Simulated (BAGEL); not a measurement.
# C3H4O3 (ethylene carbonate) at HF/3-21G (density fitting with cc-pvqz-jkfit)

Aim: the energy change on altering one bond length of C3H4O3 (ethylene carbonate) at HF/3-21G (density fitting with cc-pvqz-jkfit), from 2 runs. 

Program for the calculation: BAGEL 1.2.2.

1 further run of the same task is left out (set aside as unsound or not needed).

### 1 The molecule

The species is C3H4O3 (10 atoms), meant as a singlet with charge 0. As SMILES, `O=C1OCCO1`. Geometry: relaxed at PBE0-D4/def2-TZVP.

Bond lengths: O1–C2 1.184 Å, C2–O3 1.350 Å, O3–C4 1.421 Å, C4–C5 1.522 Å, C2–O6 1.350 Å, C5–O6 1.421 Å, C4–H7 1.093 Å, C4–H8 1.089 Å, C5–H9 1.089 Å, C5–H10 1.093 Å. Some angles: O1–C2–O3 124.8°, O1–C2–O6 124.8°, O3–C2–O6 110.3°, C2–O3–C4 109.5°, O3–C4–C5 102.8°, C4–C5–O6 102.8°, C2–O6–C5 109.5°, O3–C4–H7 108.9°, O3–C4–H8 109.0°, C5–C4–H7 112.6°.

### 2 A single-point energy at HF/3-21G (density fitting with cc-pvqz-jkfit)

Contents of input.json:

```json
{ "bagel" : [

{
  "title" : "molecule",
  "basis" : "3-21g",
  "df_basis" : "cc-pvqz-jkfit",
  "angstrom" : true,
  "geometry" : [
    { "atom" : "O", "xyz" : [   -1.451010,   -0.478810,    2.201590 ] },
    { "atom" : "C", "xyz" : [   -0.809830,   -0.267220,    1.228740 ] },
    { "atom" : "O", "xyz" : [   -0.841800,   -1.015900,    0.106160 ] },
    { "atom" : "C", "xyz" : [    0.176270,   -0.580640,   -0.784680 ] },
    { "atom" : "C", "xyz" : [    0.512830,    0.808030,   -0.260860 ] },
    { "atom" : "O", "xyz" : [    0.057210,    0.757030,    1.084260 ] },
    { "atom" : "H", "xyz" : [    1.022300,   -1.270050,   -0.720380 ] },
    { "atom" : "H", "xyz" : [   -0.217340,   -0.580450,   -1.800170 ] },
    { "atom" : "H", "xyz" : [    1.579100,    1.029830,   -0.266000 ] },
    { "atom" : "H", "xyz" : [   -0.027740,    1.598220,   -0.788650 ] }
  ]
},
{
  "title" : "hf"
},
{
  "title" : "print",
  "file" : "orbitals.molden",
  "orbitals" : true
}

]}
```

On the command line:

```bash
$ BAGEL_NUM_THREADS=1 BAGEL input.json > input.out
```

The log of the run:

```text
* using 1 threads per process

  ===============================================================
  ===============================================================

  *** Geometry ***

  { "atom" : "O", "xyz" : [     -2.742012,     -0.904820,      4.160402 ] },
  { "atom" : "C", "xyz" : [     -1.530357,     -0.504973,      2.321982 ] },
  { "atom" : "O", "xyz" : [     -1.590771,     -1.919773,      0.200613 ] },
  { "atom" : "C", "xyz" : [      0.333102,     -1.097251,     -1.482830 ] },
  { "atom" : "C", "xyz" : [      0.969108,      1.526955,     -0.492954 ] },
  { "atom" : "O", "xyz" : [      0.108111,      1.430579,      2.048954 ] },
  { "atom" : "H", "xyz" : [      1.931867,     -2.400047,     -1.361321 ] },
  { "atom" : "H", "xyz" : [     -0.410713,     -1.096892,     -3.401828 ] },
  { "atom" : "H", "xyz" : [      2.984067,      1.946097,     -0.502667 ] },
  { "atom" : "H", "xyz" : [     -0.052421,      3.020198,     -1.490333 ] },

  Number of auxiliary basis functions:      840

  Since a DF basis is specified, we compute 2- and 3-index integrals:
    o Being stored without compression. Storage requirement is 0.026 GB

  Number of basis functions:       62
  Number of electrons      :       46

    * METHOD: MOLECULE                             1.39

  *** RHF ***

  === Nuclear Repulsion ===
   247.7321919559

      * DIIS with orbital gradients will be used.

  === RHF iteration (3-21g) ===
      0       -338.41805054          0.02552315           0.15
      1       -338.54634951          0.01767539           0.14
      2       -338.61942779          0.00201797           0.14
      3       -338.62104383          0.00118428           0.15
      4       -338.62149776          0.00024643           0.14
      5       -338.62157899          0.00007080           0.14
      6       -338.62158423          0.00001991           0.14
      7       -338.62158448          0.00000569           0.15
      8       -338.62158450          0.00000202           0.15
      9       -338.62158450          0.00000069           0.16
     10       -338.62158450          0.00000020           0.14
     11       -338.62158450          0.00000009           0.15
     12       -338.62158450          0.00000004           0.14
     13       -338.62158450          0.00000002           0.14
     14       -338.62158450          0.00000001           0.14
    * SCF iteration converged.

    * Permanent dipole moment:
           (   -1.314321,    -0.433699,     1.994165) a.u.

    * METHOD: HF                                   2.47

    * METHOD: PRINT                                0.01

  ===============================================================
```

It took 4.2 s on 1 thread of Intel Xeon Platinum 8259CL at 2.50GHz (Skylake/Cascade Lake), shared host; peak memory 0.14 GiB.

### 3 The distorted shape

Changes to input.json since step 2:

```diff
@@ -8,3 +8,3 @@
   "geometry" : [
-    { "atom" : "O", "xyz" : [   -1.451010,   -0.478810,    2.201590 ] },
+    { "atom" : "O", "xyz" : [   -1.963980,   -0.648091,    2.979909 ] },
     { "atom" : "C", "xyz" : [   -0.809830,   -0.267220,    1.228740 ] },
@@ -20,10 +20,4 @@
 },
-{
-  "title" : "hf"
-},
-{
-  "title" : "print",
-  "file" : "orbitals.molden",
-  "orbitals" : true
-}
+{ "title" : "hf" },
+{ "title" : "print", "file" : "orbitals.molden", "orbitals" : true }
```

On the command line:

```bash
$ BAGEL_NUM_THREADS=1 BAGEL input.json > input.out
```

The log of the run:

```text
* using 1 threads per process

  ===============================================================
  ===============================================================

  *** Geometry ***

  { "atom" : "O", "xyz" : [     -3.711384,     -1.224714,      5.631212 ] },
  { "atom" : "C", "xyz" : [     -1.530357,     -0.504973,      2.321982 ] },
  { "atom" : "O", "xyz" : [     -1.590771,     -1.919773,      0.200613 ] },
  { "atom" : "C", "xyz" : [      0.333102,     -1.097251,     -1.482830 ] },
  { "atom" : "C", "xyz" : [      0.969108,      1.526955,     -0.492954 ] },
  { "atom" : "O", "xyz" : [      0.108111,      1.430579,      2.048954 ] },
  { "atom" : "H", "xyz" : [      1.931867,     -2.400047,     -1.361321 ] },
  { "atom" : "H", "xyz" : [     -0.410713,     -1.096892,     -3.401828 ] },
  { "atom" : "H", "xyz" : [      2.984067,      1.946097,     -0.502667 ] },
  { "atom" : "H", "xyz" : [     -0.052421,      3.020198,     -1.490333 ] },

  Number of auxiliary basis functions:      840

  Since a DF basis is specified, we compute 2- and 3-index integrals:
    o Being stored without compression. Storage requirement is 0.026 GB

  Number of basis functions:       62
  Number of electrons      :       46

    * METHOD: MOLECULE                             1.45

  *** RHF ***

  === Nuclear Repulsion ===
   225.9003077142

      * DIIS with orbital gradients will be used.

  === RHF iteration (3-21g) ===
      0       -337.70203672          0.03800357           0.18
      1       -335.23697811          0.07676043           0.17
      2       -338.26670772          0.01491290           0.15
      3       -338.36611067          0.00687052           0.15
      4       -338.39538852          0.00290699           0.15
      5       -338.40409896          0.00061157           0.15
      6       -338.40454014          0.00014381           0.15
      7       -338.40455911          0.00004100           0.16
      8       -338.40456006          0.00001119           0.16
      9       -338.40456018          0.00000373           0.16
     10       -338.40456019          0.00000126           0.16
     11       -338.40456019          0.00000048           0.16
     12       -338.40456019          0.00000012           0.16
     13       -338.40456019          0.00000004           0.16
     14       -338.40456019          0.00000001           0.16
     15       -338.40456019          0.00000001           0.16
    * SCF iteration converged.

    * Permanent dipole moment:
           (   -1.525436,    -0.503362,     2.314490) a.u.

    * METHOD: HF                                   2.89

    * METHOD: PRINT                                0.02

  ===============================================================
```

Run time: 4.8 s. Hardware: 1 thread of Intel Xeon Platinum 8259CL at 2.50GHz (Skylake/Cascade Lake), shared host; peak memory 0.14 GiB.

### 4 What came out

At HF/3-21G (density fitting with cc-pvqz-jkfit):

| quantity | value |
| --- | --- |
| first shape: total energy | -338.62158 Eh |
| first shape: dipole moment | 6.17 D |
| first shape: HOMO energy | -12.40 eV |
| first shape: LUMO energy | 5.89 eV |
| first shape: HOMO–LUMO gap | 18.28 eV |
| distorted shape: total energy | -338.40456 Eh |
| distorted shape: dipole moment | 7.16 D |
| distorted shape: HOMO energy | -11.77 eV |
| distorted shape: LUMO energy | 3.49 eV |
| distorted shape: HOMO–LUMO gap | 15.26 eV |
| energy change with the O1–C2 bond stretched from 1.184 to 2.132 Å | 5.906 eV |

With the O1–C2 bond stretched from 1.184 to 2.132 Å the energy rises by 5.91 eV (570 kJ/mol). The first shape isn't relaxed at this level, so the change isn't measured from a minimum. A restricted reference can't describe the breaking bond well at this length.
